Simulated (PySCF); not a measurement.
Species: C4H6N (doublet state).
Atom-mapped SMILES: `[CH2:1][C:2]#[C:3][CH2:4][NH2:5]` (hydrogens: H6, H7 on C1; H8, H9 on C4; H10, H11 on N5)

Structure used (GFN2-xTB), in Å, numbered top down from 1:
```xyz
11
C4H6N angstrom
C      2.5829    0.2446   -0.2475
C      1.2904   -0.0810   -0.0306
C      0.1421   -0.4343    0.2058
C     -1.2870   -0.6456    0.3426
N     -2.0827    0.4913   -0.1184
H      3.2173   -0.3836   -0.8465
H      3.0000    1.1436    0.1698
H     -1.5899   -1.5241   -0.2385
H     -1.5411   -0.8256    1.3942
H     -1.8610    0.7000   -1.0870
H     -1.8656    1.3173    0.4301
```

The hyperfine couplings belong to this conformer and change with its torsions.

The calculation used PySCF, UKS B3LYP, pcH-1 on C H N, non-relativistic, mean-field spin-orbit, GIAO. The structure is a single GFN2-xTB conformer in the gas phase; no vibrational or solvent corrections. Couplings are sensitive to structure, and on GFN2-xTB geometries they can be far from those on DFT ones.

**Question.** What are Nα, Nβ and the exact ⟨S²⟩?

**Answer.** 37 electrons with 2S = 1: 19 α and 18 β; S(S+1) = 0.75.

Mulliken spin populations, one withheld:

| atom | bound to | population |
| --- | --- | --- |
| C1 | C2, H6, H7 | +0.7748 |
| C2 | C1, C3 | -0.2587 |
| C3 | C2, C4 | ? |
| C4 | C3, N5, H8, H9 | -0.0368 |
| N5 | C4, H10, H11 | +0.0382 |
| H6 | C1 | -0.0348 |
| H7 | C1 | -0.0347 |
| H8 | C4 | +0.0036 |
| H9 | C4 | +0.0190 |
| H10 | N5 | +0.0005 |
| H11 | N5 | -0.0020 |

**Question.** Fill in the missing population.

**Answer.** The populations add up to Nα − Nβ = 1, and the others sum to 0.4691, so C3 holds +0.531.

**Question.** Sum the populations by element and by sign.

**Answer.** Carbon +1.01, nitrogen +0.04, hydrogen -0.05. The positive populations sum to 1.37, the negative ones to -0.37.

**Question.** With ⟨S²⟩ = 0.7687, find the sum of squared α–β overlaps and estimate the admixture of higher spin.

**Answer.** Σ|⟨iα|jβ⟩|² over occupied orbitals = Nβ − [⟨S²⟩ − S(S+1)] = 18 − 0.0187 = 17.9813. If the quartet state (S + 1) were the only admixture, its weight would be 0.0187/(2S + 2) = 0.62 %. For Kohn–Sham this describes the determinant of the orbitals, not the true wave function.

**Question.** What Fermi-contact NMR shifts do the couplings of C3, C4, N5, H6, H7, H8/H9, H10/H11 imply at 298 K (Curie law, g = gₑ)?

**Answer.** δ = a_FC·h·gₑ μB S(S+1)/(3 g_N μN kT), with k/h = 20836.6 MHz/K:

| nuclei | isotope | a_FC (MHz) | g_N | contact shift (ppm) |
| --- | --- | --- | --- | --- |
| C3 | 13C | 49.08 | 1.4048 | +5172 |
| C4 | 13C | -17.27 | 1.4048 | -1820 |
| N5 | 14N | 1.61 | 0.4038 | +589 |
| H6 | 1H | -51.65 | 5.5857 | -1369 |
| H7 | 1H | -51.57 | 5.5857 | -1367 |
| H8/H9 | 1H | 27.68 | 5.5857 | +734 |
| H10/H11 | 1H | -3.38 | 5.5857 | -90 |

The shifts go as 1/T: at 348 K they are 0.856 times these. Entries for several nuclei are means.

Nuclei that the bonding pattern makes equivalent are averaged, as if the motion that swaps them (rotation, inversion, ring flip) were fast. H6 and H7 aren't averaged: C1 is flat or nearly so (angle sum 360°), and its turn about the short C1–C2 bond (1.35 Å) is taken as slow. The 1H value of +27.7 MHz is a mean of couplings from 9.3 to 46.0 MHz in this one geometry, not an average over conformers.
